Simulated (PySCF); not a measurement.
Compound: C4H3FO.
SMILES: `Fc1ccco1`

The closed-shell ground state was solved at several levels (PySCF, density fitting, gas phase, non-relativistic). Geometry: GFN2-xTB; no solvent, vibrations or thermal averaging.

```
        level  basis functions  total energy (Eh)  HOMO (eV)  LUMO (eV)  gap (eV)  dipole (D)
  B3LYP/pcJ-1              192          -329.2613      -6.49       0.04      6.53        1.76
PBE0/pcSseg-1              117          -328.8688      -6.71       0.28      6.99        1.72
```

(1) What might CAM-B3LYP/def2-SVPD (150 basis functions) give for the same quantities?

(2) Over all these levels, which gives the widest orbital gap and which the narrowest?

(3) How far do the dipole and the HOMO energy spread over the levels?

Answers

(1) Total energy -328.8990 Eh, HOMO -8.06 eV, LUMO 1.25 eV, gap 9.31 eV, dipole 1.89 D.

(2) CAM-B3LYP/def2-SVPD (range-separated hybrid) has the widest, 9.31 eV, and B3LYP/pcJ-1 (global hybrid, 20 % exact exchange) the narrowest, 6.53 eV. Functional and basis both differ between the two, so the spread mixes both effects.

(3) The dipole runs from 1.72 to 1.89 D (mean 1.79 D) and the HOMO from -8.06 to -6.49 eV.
